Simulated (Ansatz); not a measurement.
# BH₄ (doublet): wave-function methods side by side at a displaced geometry (v2), cc-pVDZ

The task here is to estimate one member of a computed series from the others.

The runs use Ansatz 0.2.0, Gaussian basis; cc-pVDZ, core rule «outside noble gas», up to 1 orbitals frozen.

Plan: UHF; CCSD(T) on ROHF; CCSD(T) on UHF; BCCD(T) on ROHF; CISD; CCSDT(Q) on ROHF; CCSDT(Q) on UHF; CASSCF and MRCISD+Q, 7 electrons in 8 orbitals; CASSCF and NEVPT2, 7 electrons in 8 orbitals.

22 further runs of the same task are left out: 9 that didn't finish, 13 set aside as unsound or not needed.

### What is computed

The geometry is a PBE0/def2-TZVP stationary point (not a proven minimum) with its atoms shifted at random (size 0.100 Å).

5 atoms, charge 0, spin multiplicity 2.

Atoms are counted from 1 here; the program's logs count them from 0.

Bond lengths: B1–H2 1.188 Å, B1–H3 1.272 Å, B1–H4 1.156 Å, B1–H5 1.310 Å. Angles: H2–B1–H3 95.4°, H2–B1–H4 96.6°, H2–B1–H5 154.0°, H3–B1–H4 134.9°, H3–B1–H5 94.3°, H4–B1–H5 93.5°.

As a file:

```xyz
5

B     0.02489    0.01314    0.00303
H     0.27470    0.83401    0.82528
H    -0.48769   -0.81861    0.81690
H    -0.39307    0.74246   -0.79078
H     0.33914   -0.89876   -0.88390
```

Set-up of the first run:

in.yaml

```yaml
crystal:
  periodic: [false, false, false]
  atoms:
    - {symbol: B, position_ang: [0.024887, 0.013137, 0.003030]}
    - {symbol: H, position_ang: [0.274698, 0.834006, 0.825277]}
    - {symbol: H, position_ang: [-0.487694, -0.818607, 0.816905]}
    - {symbol: H, position_ang: [-0.393071, 0.742463, -0.790785]}
    - {symbol: H, position_ang: [0.339137, -0.898764, -0.883897]}
basis:
  gaussian: {orbitals: cc-pVDZ}
magnetization: {spin_polarized: true, initial_magnetization: 1}
hamiltonian: {xc: hf}
output: {orbitals: {seedname: orbitals}}
```

Started as:

```bash
> ansatz run in.yaml --threads 1 --pin off --events-out ev --progress --plain --max-ram 2393MiB
```

Among the steps run: UHF; CCSD(T) on ROHF; CCSD(T) on UHF; BCCD(T) on ROHF; CISD; CCSDT(Q) on ROHF; CCSDT(Q) on UHF; CASSCF and MRCISD+Q, 7 electrons in 8 orbitals; CASSCF and NEVPT2, 7 electrons in 8 orbitals.

One table of the session follows, with a row left open; its other results are not shown here.

| method | from UCCSDT(Q) (meV) |
| --- | --- |
| ROHF | +4177.8 |
| UHF | +4030.9 |
| RMP2 | +852.7 |
| UMP2 | +888.7 |
| CISD | +270.8 |
| RCCSD | +110.9 |
| UCCSD | +109.3 |
| RCCSD(T) | +22.0 |
| UCCSD(T) | +23.0 |
| BCCD(T) | +22.6 |
| RCCSDT | +3.2 |
| UCCSDT | +3.1 |
| RCCSDT(Q) | +0.1 |
| UCCSDT(Q) | 0 |
| CASSCF valence | +2406.3 |
| NEVPT2 valence | ? |
| MRCISD valence | +103.8 |
| MRCISD+Q valence | +8.2 |

Q: Estimate the row for NEVPT2 valence from the others.

As computed: from UCCSDT(Q) (meV): +627.3. In the column «from UCCSDT(Q) (meV)» it lies between CISD (+270.8) and RMP2 (+852.7).

To keep in mind: Restricted and unrestricted rows rest on different reference determinants; where their highest levels disagree by more than a few hundredths of an eV, they describe different states and don't form one ladder.
